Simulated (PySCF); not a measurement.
Ligands exchanged one at a time, B F-NH2. All species are isolated molecules in the gas phase. Strings in code marks are SMILES.

The HOMO from two functionals at the same geometries (B3LYP-D3(BJ)/def2-TZVP), both in PySCF: PBE-D3(BJ)/def2-TZVP and B3LYP-D3(BJ)/def2-TZVP. B3LYP has the VWN-RPA correlation part, as in Gaussian. 

```json
[
 {"species": "0 of 3 F replaced by NH2 (`FB(F)F`)", "PBE-D3(BJ)/def2-TZVP (eV)": "-10.00"},
 {"species": "1 of 3 F replaced by NH2 (`NB(F)F`)", "PBE-D3(BJ)/def2-TZVP (eV)": "-7.12"},
 {"species": "2 of 3 F replaced by NH2 (`NB(F)N`)", "PBE-D3(BJ)/def2-TZVP (eV)": "-5.69"},
 {"species": "3 of 3 F replaced by NH2 (`NB(N)N`)", "PBE-D3(BJ)/def2-TZVP (eV)": "-5.08"}
]
```

Problem. What does B3LYP-D3(BJ)/def2-TZVP give for each?

Solution. 
- 0 of 3 F replaced by NH2 (`FB(F)F`): -11.90
- 1 of 3 F replaced by NH2 (`NB(F)F`): -8.41
- 2 of 3 F replaced by NH2 (`NB(F)N`): -6.91
- 3 of 3 F replaced by NH2 (`NB(N)N`): -6.30
Over these rows, drawn at random from the members with no instability flagged (it was tested for open shells, ions and some series alone), PBE minus B3LYP-D3(BJ): mean +1.41 eV, from +1.22 eV to +1.91 eV.
